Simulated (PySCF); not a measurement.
# Ionisation energy of F by level of theory

F [He] 2s2 2p5 (2P) → F+ [He] 2s2 2p4 (3P), as a difference of total energies. Computed with PySCF 2.14 in cc-pVDZ, with the non-relativistic Hamiltonian (point nucleus). Correlated levels: valence: 1s2 frozen. The calculations carry no spin-orbit coupling.

Order these methods by the ionisation energy they give, lowest first.
A. r2SCAN
B. MP2 (valence)
C. SCS-MP2 (valence)
D. UHF

D (15.640 eV), C (16.744 eV), B (16.785 eV), A (17.355 eV).

Errors of the correlated levels include the incompleteness of this basis and the frozen core.

For comparison: 17.427 eV (measured; NIST levels, between the centres of gravity of the two terms).
